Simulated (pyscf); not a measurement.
**Insertion: germylene (GeH₂) [singlet] + disilane (H₃Si–SiH₃) → H₃Si–SiH₂–GeH₃**

Gas phase, singlet surface, charge 0. Bonds broken: Si4–H6. Bonds formed: Ge1–Si4, Ge1–H6. PySCF, gas phase, ωB97X-D3(BJ)/def2-SVP geometries.

Transition state (Å):

```xyz
11

Ge     0.6097     1.2064     0.7846
H      1.9941     0.5431     0.5866
H      0.7667     2.1975     1.9617
Si    -1.1967    -0.3824     1.0849
Si    -1.4857    -1.0066    -1.1414
H      0.3083     0.0156     1.9763
H     -2.2523     0.5225     1.6149
H     -1.1681    -1.6058     1.9500
H     -1.9183     0.2056    -1.8929
H     -0.1609    -1.4630    -1.6549
H     -2.4805    -2.1073    -1.3232
```

One imaginary mode, 433i cm⁻¹; descent along it reached the two sides named, in the forms told below.

```
bond     change  reactant side (Å)  saddle  product side
-------  ------  -----------------  ------  ------------
Si4–H6   breaks              1.557   1.794           3.3
Ge1–Si4   forms                2.7   2.424         2.369
Ge1–H6    forms              1.899   1.711         1.537
```

Electronic energies relative to the separated reactants (kcal/mol):

```
level                   barrier  reaction energy  reverse barrier
----------------------  -------  ---------------  ---------------
ωB97X-D3(BJ)/def2-TZVP    -10.0            -50.7             40.7
PBE/def2-TZVP             -11.8            -45.2             33.4
r²SCAN/def2-TZVP          -13.6            -49.3             35.7
B3LYP-D3(BJ)/def2-TZVP     -5.4            -42.5             37.0
PBE0-D3(BJ)/def2-TZVP     -12.3            -49.1             36.8
M06-2X/def2-TZVP           -5.4            -42.7             37.3
ωB97M-D3(BJ)/def2-TZVP     -4.1            -42.0             37.8
HF/def2-TZVP               12.5            -36.5             49.0
```

With ωB97M-D3(BJ)/def2-TZVP energies and thermal terms (ideal gas, 1 atm, RRHO with modes under 100 cm⁻¹ raised to 100, one conformer, R ln 2 for chiral ones without a mode under 150 cm⁻¹), in kcal/mol:

```
T (K)   ΔH‡   ΔG‡     ΔH     ΔG
-----  ----  ----  -----  -----
298    -3.1   7.0  -39.4  -29.9
600    -2.9  17.2  -38.7  -20.6
900    -2.4  27.2  -37.7  -11.7
1200   -1.8  36.9  -36.7   -3.2
```

On the reactant side the descent ends in an adduct with a Ge–Si contact, 13.7 kcal/mol under the separated species and 3.7 kcal/mol under the saddle at ωB97X-D3(BJ)/def2-TZVP. At ωB97X-D3(BJ), PBE, r²SCAN, B3LYP-D3(BJ), PBE0-D3(BJ), M06-2X, ωB97M-D3(BJ) the saddle lies under the separated reactants, which points to a path from their complex (located at ωB97X-D3(BJ) alone). What is counted as formed (Ge–Si) is already present as a longer contact in the reactant adduct; forming that adduct is a step of its own. One saddle was located; it need not be the lowest between these sides. Elements up to Kr have no core potential and no relativistic terms here.
